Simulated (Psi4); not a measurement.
# A workflow on CH3ClMg (SMILES [CH3][Mg][Cl])

Aim: a series of 10 runs (PBE-D4/def2-SVP, PBE0-D4/def2-TZVP, PBE-D4/def2-TZVPP, r2SCAN-D4/def2-TZVPP, B3LYP-D4/def2-TZVPP, PBE0-D4/def2-TZVPP, wB97M-V/def2-TZVPP, CCSD(T)/def2-TZVPP, and more) of CH3ClMg. 

Program for the calculation: Psi4 1.11.

**1. The molecule**

CH3ClMg: 6 atoms, total charge 0, spin state singlet. SMILES: `[CH3][Mg][Cl]`. The shape comes from GFN2-xTB, rattled, which is rough for such elements, and wasn't checked as a minimum. The run starts from this shape.

Bond lengths: C1–Mg2 2.159 Å, Mg2–Cl3 2.094 Å, C1–H4 1.111 Å, C1–H5 1.099 Å, C1–H6 1.037 Å. Angles: C1–Mg2–Cl3 132.5°, Mg2–C1–H4 107.0°, Mg2–C1–H5 114.1°, Mg2–C1–H6 115.3°, H4–C1–H5 103.6°, H4–C1–H6 110.2°, H5–C1–H6 106.2°.

**2. A geometry optimisation at PBE-D4/def2-SVP (density fitting) (run 1)**

The input, ch3clmg.inp:

```
memory 3.3 GB

molecule molecule1 {
  C     -0.509051     0.544349    -0.321087
  Mg     1.131302    -0.279914     0.814634
  Cl     1.736599    -2.246465     1.202183
  H     -1.180014    -0.301537    -0.581383
  H     -0.216863     0.952392    -1.298327
  H     -1.045216     1.292584     0.155414
  units angstrom
  symmetry c1
}

set {
  basis                   def2-SVP
  reference               rks
  scf_type                df
  geom_maxiter            60
  max_force_g_convergence 0.0005
}

E = opt("pbe-d4")
```

On the command line:

```bash
$ psi4 ch3clmg.inp ch3clmg.out -n 2
```

ch3clmg.out:

```text
[...]
  Running in c1 symmetry.
[...]
  Nuclear repulsion =  105.954468164933175
[...]
  Multiplicity = 1
[...]
  Nalpha       = 19
  Nbeta        = 19
[...]
    Number of basis functions: 65
[...]
   @DF-RKS iter   1:  -699.15373961856017   -4.85025e-02   1.38870e-02 ADIIS/DIIS
[...]
   @DF-RKS iter   7:  -699.64224884569103   -1.93268e-12   3.31137e-09 DIIS
[...]
    Orbital Energies [Eh]
    ---------------------
    Doubly Occupied:
       1A   -100.595880     2A    -46.260006     3A     -9.876554
       4A     -9.129955     5A     -6.955849     6A     -6.952455
       7A     -6.952455     8A     -2.963865     9A     -1.759923
      10A     -1.759921    11A     -1.752367    12A     -0.688994
      13A     -0.588245    14A     -0.337851    15A     -0.337753
      16A     -0.299780    17A     -0.254904    18A     -0.254903
      19A     -0.234463
[...]
  @DF-RKS Final Energy:  -699.64224884569103
   => Energetics <=
    Nuclear Repulsion Energy =            101.4108873379697826
    One-Electron Energy =               -1170.1056986918192706
    Two-Electron Energy =                 419.9411160401003258
    DFT Exchange-Correlation Energy =     -50.8858831749604974
    Empirical Dispersion Energy =          -0.0026703569813043
    VV10 Nonlocal Energy =                  0.0000000000000000
    Total Energy =                       -699.6422488456910287
[...]
 Multipole Moments:
 ------------------------------------------------------------------------------------
     Multipole            Electronic (a.u.)      Nuclear  (a.u.)        Total (a.u.)
 ------------------------------------------------------------------------------------
 L = 1.  Multiply by 2.5417464519 to convert [e a0] to [Debye]
 Dipole X            :          6.0586586           -6.5951313           -0.5364727
 Dipole Y            :         -5.8110032            6.3258480            0.5148448
 Dipole Z            :          4.1983360           -4.5703525           -0.3720164
 Magnitude           :                                                    0.8314231
[...]
  -Total Gradient:
     Atom            X                  Y                   Z
    ------   -----------------  -----------------  -----------------
       1        0.000021212063     0.000244362546     0.000218819848
       2        0.000059155371    -0.000162637434     0.000022153265
       3       -0.000132609338     0.000129753206    -0.000089872370
       4        0.000060313373    -0.000058369775     0.000012872917
       5       -0.000050851989    -0.000008545115    -0.000020344309
       6       -0.000000913648    -0.000096814712    -0.000176344933
[...]
```

On the terminal:

```text
Interior angle of 179.8 for bend B((2, 1, 0)) can't work in good torsion
Optimizer: Optimization complete!
```

Run time: 2 min. Hardware: 2 threads of AMD EPYC (Zen 3), shared host; peak memory 0.49 GiB.

The path in brief:

```
step  energy from the first frame kept (eV)  largest force (eV/Å)
   0                                 0.0000                2.8705
   1                                -0.3174                0.9526
   2                                -0.4269                0.4690
   3                                -0.4969                0.4269
   4                                -0.5623                0.3300
   5                                -0.5756                0.3168
   6                                -0.5810                0.1405
   7                                -0.5826                0.0359
   8                                -0.5828                0.0169
```

After the run. Bond lengths: C1–Mg2 2.089 Å, Mg2–Cl3 2.223 Å, C1–H4 1.111 Å, C1–H5 1.110 Å, C1–H6 1.110 Å. Angles: C1–Mg2–Cl3 179.9°, Mg2–C1–H4 111.2°, Mg2–C1–H5 111.5°, Mg2–C1–H6 111.6°, H4–C1–H5 107.4°, H4–C1–H6 107.5°, H5–C1–H6 107.5°.

**3. A geometry optimisation at PBE0-D4/def2-TZVP (density fitting) (run 2)**

The input, input.inp:

```
memory 3.3 GB

molecule m {
  0 1
  C     -0.669938     0.634718    -0.449762
  Mg     0.678801    -0.658829     0.484633
  Cl     2.112421    -2.037996     1.477657
  H     -1.567035     0.087393    -0.808929
  H     -0.211052     1.134218    -1.329011
  H     -1.019396     1.430230     0.241185
  units angstrom
  symmetry c1
}

set globals {
  basis                   def2-TZVP
  scf_type                df
  geom_maxiter            50
  max_force_g_convergence 0.0002
}

e_tot = optimize('pbe0-d4')
```

On the command line:

```bash
$ psi4 -n 2 input.inp input.out
```

input.out:

```text
[...]
  Running in c1 symmetry.
[...]
  Nuclear repulsion =  101.410886947595515
[...]
  Multiplicity = 1
[...]
  Nalpha       = 19
  Nbeta        = 19
[...]
    Number of basis functions: 118
[...]
   @DF-RKS iter   1:  -699.60221749921209   -3.50322e-01   7.57562e-03 DIIS/ADIIS
[...]
   @DF-RKS iter   7:  -699.98176091572816   -1.36424e-12   1.83770e-09 DIIS
[...]
    Orbital Energies [Eh]
    ---------------------
    Doubly Occupied:
       1A   -101.655115     2A    -46.947673     3A    -10.192831
       4A     -9.482295     5A     -7.212018     6A     -7.210197
       7A     -7.210197     8A     -3.169121     9A     -1.893835
      10A     -1.893835    11A     -1.886693    12A     -0.788784
      13A     -0.684584    14A     -0.397695    15A     -0.397684
      16A     -0.355830    17A     -0.313241    18A     -0.313241
      19A     -0.279018
[...]
  @DF-RKS Final Energy:  -699.98176091572816
   => Energetics <=
    Nuclear Repulsion Energy =            102.7231959717555583
    One-Electron Energy =               -1173.4960553529808749
    Two-Electron Energy =                 409.3780076123291565
    DFT Exchange-Correlation Energy =     -38.5846301221424071
    Empirical Dispersion Energy =          -0.0022790246896534
    VV10 Nonlocal Energy =                  0.0000000000000000
    Total Energy =                       -699.9817609157281595
[...]
 Multipole Moments:
 ------------------------------------------------------------------------------------
     Multipole            Electronic (a.u.)      Nuclear  (a.u.)        Total (a.u.)
 ------------------------------------------------------------------------------------
 L = 1.  Multiply by 2.5417464519 to convert [e a0] to [Debye]
 Dipole X            :          5.9645407           -6.5149168           -0.5503762
 Dipole Y            :         -5.7170837            6.2474011            0.5303174
 Dipole Z            :          4.1334926           -4.5147586           -0.3812661
 Magnitude           :                                                    0.8541161
[...]
  -Total Gradient:
     Atom            X                  Y                   Z
    ------   -----------------  -----------------  -----------------
       1        0.000033196651     0.000024399702     0.000033347756
       2       -0.000030326480     0.000019996962    -0.000025677734
       3       -0.000005930831    -0.000001712951    -0.000004203346
       4       -0.000004699092    -0.000024088052     0.000001094561
       5       -0.000007612499     0.000004579703    -0.000008304916
       6       -0.000016362584     0.000009551988    -0.000019262387
[...]
```

The script printed:

```text
Optimizer: Optimization complete!
```

Wall time 85 s (2 threads of AMD EPYC (Zen 3), shared host); peak memory 0.7 GiB.

Steps, from the record of the run:

```
step  energy from the first frame kept (eV)  largest force (eV/Å)
   0                                 0.0000                0.5352
   1                                -0.0210                0.1201
   2                                -0.0217                0.0364
   3                                -0.0217                0.0027
```

After the run. Bond lengths: C1–Mg2 2.067 Å, Mg2–Cl3 2.193 Å, C1–H4 1.094 Å, C1–H5 1.094 Å, C1–H6 1.094 Å. Angles: C1–Mg2–Cl3 179.9°, Mg2–C1–H4 111.3°, Mg2–C1–H5 111.4°, Mg2–C1–H6 111.5°, H4–C1–H5 107.5°, H4–C1–H6 107.5°, H5–C1–H6 107.5°.

**4. Vibrational wavenumbers at PBE0-D4/def2-TZVP (density fitting) (run 3)**

The input, ch3clmg.inp:

```
memory 3300 MB

molecule mol {
  0 1
  C     -0.650164     0.613958    -0.436414
  Mg     0.684688    -0.665015     0.488673
  Cl     2.099498    -2.024597     1.468846
  H     -1.535052     0.077312    -0.790536
  H     -0.197132     1.106734    -1.301421
  H     -0.992443     1.397292     0.245840
  symmetry c1
}

set basis def2-TZVP
set reference rks
set scf_type df
set rotational_symmetry_number 3

e, wfn = frequency('pbe0-d4', return_wfn=True)
```

On the command line:

```bash
$ psi4 -i ch3clmg.inp -o ch3clmg.out -n 2
```

ch3clmg.out:

```text
Psi4 1.11 release

         ----------------------------------------------------------
                                   FINDIF
         ----------------------------------------------------------

[... 214 lines left out ...]
   @DF-RKS iter   4:  -699.98061286580662   -1.27620e-02   4.69173e-04 DIIS/ADIIS
[... 47 lines left out ...]
    Two-Electron Energy =                 409.3780129050223877
[... 253 lines left out ...]
   @DF-RKS iter   1:  -699.59656246587735   -3.19740e-01   7.66945e-03 DIIS/ADIIS
[... 23 lines left out ...]
  @DF-RKS Final Energy:  -699.98175829003299
[... 160 lines left out ...]
                           Total Energy        Delta E     RMS |[F,P]|
[... 13 lines left out ...]
  Energy and wave function converged.
[... 104 lines left out ...]
    Weights Tolerance      =       1.00E-15
[... 1 line left out ...]
  -Total Gradient:
     Atom            X                  Y                   Z
    ------   -----------------  -----------------  -----------------
       1        0.000010666354    -0.000379479362     0.000064360789
       2       -0.000012111229     0.000016095131    -0.000064250717
       3       -0.000008826631    -0.000001284282     0.000000487866
       4       -0.000070894443     0.000002731243     0.000138515461
       5        0.000318344923     0.000183337890    -0.000390226422
       6       -0.000268992322     0.000210109427     0.000228408784

	total time  =          7 seconds =       0.12 minutes

    Psi4 run time: 0:00:27.58

[set-up sections that repeat, and orbital energies of the middle runs, are left out above]
```

It took 11 min on 2 threads of AMD EPYC (Zen 3), shared host.

The run was cut off at its time limit.

Runs 4 to 9 aren't shown in full; the table further down has their settings and results.

**5. A single-point energy at MP2/def2-QZVPP (density fitting, density fitting for correlation) (run 10)**

The input, input.dat:

```
memory 3300 MB

molecule geom {
  0 1
  C     -1.22863190     1.16021247    -0.82470294
  Mg     1.29387280    -1.25669622     0.92345813
  Cl     3.96747622    -3.82593384     2.77571666
  H     -2.90082787     0.14609851    -1.49389653
  H     -0.37252549     2.09142415    -2.45932926
  H     -1.87544546     2.64049920     0.46457027
  units au
  symmetry c1
}

set {
  basis           def2-QZVPP
  reference       rhf
  scf_type        df
  num_frozen_docc 7
}

energy_value, wavefunction = energy('mp2', return_wfn=True)
```

On the command line:

```bash
$ psi4 -i input.dat -o output.dat -n 2
```

output.dat:

```text
[...]
  Running in c1 symmetry.
[...]
  Nuclear repulsion =  102.723202592783451
[...]
  Multiplicity = 1
[...]
  Nalpha       = 19
  Nbeta        = 19
[...]
    Number of basis functions: 280
[...]
   @DF-RHF iter   1:  -698.69317779551989   -8.52383e-01   1.98846e-03 ADIIS/DIIS
[...]
   @DF-RHF iter  11:  -698.84880706811248   -1.36424e-11   2.89784e-09 DIIS
[...]
    Orbital Energies [Eh]
    ---------------------
    Doubly Occupied:
       1A   -104.783183     2A    -49.043472     3A    -11.186644
       4A    -10.509549     5A     -7.976151     6A     -7.975624
       7A     -7.975624     8A     -3.785200     9A     -2.305565
      10A     -2.305565    11A     -2.303679    12A     -1.030772
      13A     -0.900534    14A     -0.529952    15A     -0.529932
      16A     -0.477156    17A     -0.433615    18A     -0.433615
      19A     -0.381344
[...]
  @DF-RHF Final Energy:  -698.84880706811248
   => Energetics <=
    Nuclear Repulsion Energy =            102.7232025927834513
    One-Electron Energy =               -1173.4096679772310381
    Two-Electron Energy =                 371.8376583163350233
    Total Energy =                       -698.8488070681124782
[...]
 Multipole Moments:
 ------------------------------------------------------------------------------------
     Multipole            Electronic (a.u.)      Nuclear  (a.u.)        Total (a.u.)
 ------------------------------------------------------------------------------------
 L = 1.  Multiply by 2.5417464519 to convert [e a0] to [Debye]
 Dipole X            :          5.9782791           -6.5149173           -0.5366381
 Dipole Y            :         -5.7298314            6.2474006            0.5175691
 Dipole Z            :          4.1430569           -4.5147575           -0.3717006
 Magnitude           :                                                    0.8330784
[...]
```

Wall time 29 s (2 threads of AMD EPYC (Zen 3), shared host); peak memory 0.69 GiB.

**6. All runs side by side**

```
run                                                                  level  geom maxiter  max force g convergence         task  energy (Eh)  dipole moment (D)  HOMO energy (eV)  LUMO energy (eV)  wall time
  1                                      PBE-D4/def2-SVP (density fitting)            60                   0.0005     optimise  -699.642249               2.11             -6.38             -1.68      2 min
  2                                    PBE0-D4/def2-TZVP (density fitting)            50                   0.0002     optimise  -699.981761               2.17             -7.59             -1.06       85 s
  3                                    PBE0-D4/def2-TZVP (density fitting)             –                        –  frequencies      timeout                  –                 –                 –     11 min
  4                                    PBE-D4/def2-TZVPP (density fitting)             –                        –       energy  -699.918483               2.17             -6.41             -1.74       49 s
  5                                 r2SCAN-D4/def2-TZVPP (density fitting)             –                        –       energy  -700.207603               2.13             -6.59             -1.30    1.8 min
  6                                  B3LYP-D4/def2-TZVPP (density fitting)             –                        –       energy  -700.337090               2.15             -7.39             -1.34       48 s
  7                                   PBE0-D4/def2-TZVPP (density fitting)             –                        –   properties  -699.982886               2.17             -7.59             -1.06       53 s
  8                                   wB97M-V/def2-TZVPP (density fitting)             –                        –       energy      timeout                  –                 –                 –      2 min
  9  CCSD(T)/def2-TZVPP (density fitting, density fitting for correlation)             –                        –       energy      timeout                  –                 –                 –    5.3 min
 10      MP2/def2-QZVPP (density fitting, density fitting for correlation)             –                        –       energy  -699.492712                  –            -10.38              0.74       29 s
```

**7. What came out**

| quantity | value |
| --- | --- |
| run 10, MP2/def2-QZVPP: total energy | -699.49271 Eh |
| run 10, MP2/def2-QZVPP: HOMO energy (Hartree–Fock orbitals) | -10.38 eV |
| run 10, MP2/def2-QZVPP: LUMO energy (Hartree–Fock orbitals) | 0.74 eV |
| run 10, MP2/def2-QZVPP: HOMO–LUMO gap (Hartree–Fock orbitals) | 11.11 eV |
| run 10, MP2/def2-QZVPP: correlation energy (7 core orbitals frozen) | -643.9 mEh |

**Reading.** Over runs 4, 5, 6, 7 the dipole moment (its size) runs from 2.13 D (r2SCAN-D4/def2-TZVPP) to 2.17 D (PBE0-D4/def2-TZVPP). Over runs 4, 5, 6, 7 the HOMO–LUMO gap runs from 4.67 eV (PBE-D4/def2-TZVPP) to 6.53 eV (PBE0-D4/def2-TZVPP). Totals of different functionals can't be ranked against each other. All runs together took 26 min, the longest 11 min. 3 of the 10 runs gave no usable result.
